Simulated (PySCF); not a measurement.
LiH, SMILES [LiH].

Coordinates come from a PBE0-D3(BJ)/def2-TZVPD optimisation.

Calculation: PySCF with HF/def2-TZVPD.

Isolated molecule, no solvent.

```json
{
  "total_energy": "-7.98589 hartree",
  "point_group": "C∞v",
  "highest_occupied_level": "-8.20 eV",
  "lowest_empty_level": "0.03 eV",
  "orbital_gap": "8.23 eV",
  "dipole_moment": "5.97 D",
  "quadrupole, principal values (traceless, Buckingham form, about the centre of nuclear charge)": "-1.91, 0.96, 0.96 D·Å",
  "mean_static_polarisability": "23.5 bohr³ (3.48 Å³)",
  "polarisability_principal_values": "20.2, 25.1, 25.1 bohr³"
}
```
